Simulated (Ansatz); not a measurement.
## CH3, doublet: CASSCF and its corrections

Calculated in Ansatz's Gaussian-basis code. Basis cc-pVDZ, nonrelativistic, 1 orbital frozen in the corrections. State-specific CASSCF; RHF is the lowest restricted (open-shell) Hartree–Fock solution met. No symmetry is imposed, so a solution can break that of the shape. No proof that the lowest CASSCF solution was found.

Geometry:

```xyz
4

C     0.0000    0.0000    0.0000
H     1.1776    0.0000    0.0000
H    -0.5888    1.0198    0.0000
H    -0.5888   -1.0198    0.0000
```

Q: What do CASSCF and its corrections give against RHF in CAS(7,7), and what are the occupations?

A: CASSCF -1.844 eV, SC-NEVPT2 -3.834 eV; occupations 1.98, 1.97, 1.97, 1.00, 0.03, 0.02, 0.02.
